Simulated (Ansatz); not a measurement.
**Loss of CH4: C5H10O → C4H6O + CH4**

Species: C5H10O (pentanal) `CCCCC=O`, singlet; C4H6O (3-butenal) `C=CCC=O`, singlet; CH4 (methane) `C`, singlet. 

Shapes, held fixed at every level: PBE0-D4/def2-TZVP. Flexible molecules stand in one conformer, not always the lowest. Programs: Ansatz 0.2.0. Electronic energies: no zero-point or thermal term.

```json
{"level": "HF/def2-TZVPP", "kind": "Hartree–Fock", "ΔE (kJ/mol)": "+65.3", "less CCSD(T)/CBS estimate": "-26.9"}
{"level": "PBE-D4/def2-TZVPP", "kind": "GGA", "ΔE (kJ/mol)": "+94.2", "less CCSD(T)/CBS estimate": "+2.0"}
{"level": "B3LYP-D4/def2-TZVPP", "kind": "global hybrid", "ΔE (kJ/mol)": "+81.7", "less CCSD(T)/CBS estimate": "-10.5"}
{"level": "PBE0-D4/def2-TZVPP", "kind": "global hybrid", "ΔE (kJ/mol)": "+106.3", "less CCSD(T)/CBS estimate": "+14.1"}
{"level": "wB97X-V/def2-TZVPP", "kind": "range-separated hybrid", "ΔE (kJ/mol)": "+104.5", "less CCSD(T)/CBS estimate": "+12.3"}
{"level": "CCSD/def2-TZVPP", "kind": "coupled cluster or CI", "ΔE (kJ/mol)": "+91.3", "less CCSD(T)/CBS estimate": "-0.9"}
{"level": "CCSD(T)/CBS estimate", "kind": "coupled cluster or CI", "ΔE (kJ/mol)": "+92.2", "less CCSD(T)/CBS estimate": "0.0"}
```

The highest level, CCSD(T)/CBS estimate, gives ΔE = +92.2 kJ/mol; the levels span +65.3 to +106.3. The column of differences is taken from that level and isn't an error. No measured value is set beside it here. The CBS estimate extrapolates MP2 from def2-TZVPP and def2-QZVPP and adds CCSD(T) − MP2 in the triple-zeta set, cores frozen.
